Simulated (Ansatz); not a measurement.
CdAs₂ (I4₁22, No. 98; cell taken from a computed entry) was calculated with HSE06 (Ansatz, an electronic-structure program, plane waves, PAW).

Settings: plane-wave cutoff 460 eV, 6×6×6 k mesh, Fermi–Dirac smearing 0.01 eV, scalar-relativistic PAW data made under PBE.

Cell (relaxed with PBEsol):

```cif
data_As4Cd2
_chemical_formula_sum 'Cd2 As4'
_space_group_name_H-M_alt 'P 1'
_space_group_IT_number 1
_cell_length_a 6.08725
_cell_length_b 6.08725
_cell_length_c 6.08725
_cell_angle_alpha 98.441
_cell_angle_beta 98.441
_cell_angle_gamma 134.943
loop_
_space_group_symop_operation_xyz
  'x, y, z'
loop_
_atom_site_label
_atom_site_type_symbol
_atom_site_fract_x
_atom_site_fract_y
_atom_site_fract_z
_atom_site_occupancy
Cd1 Cd 0.75000 0.25000 0.50000 1
Cd2 Cd 0.00000 0.00000 0.00000 1
As1 As 0.37500 0.56636 0.69136 1
As2 As 0.31636 0.12500 0.69136 1
As3 As 0.87500 0.68364 0.30864 1
As4 As 0.43364 0.62500 0.30864 1
```

Predict the band gap, smallest direct gap on the k points sampled and direct gap at Γ.


band gap: 0.98 eV (on the SCF k mesh)
smallest direct gap on the k points sampled: 1.51 eV
direct gap at Γ: 1.95 eV

Note: cell and atoms aren't relaxed at this level (pressure 1.2 GPa); this cell isn't known to be the ambient phase, and symmetry holds it in the calculation.

Spin–orbit coupling is not included.

Cost on a shared machine: very roughly 16 core-minutes.
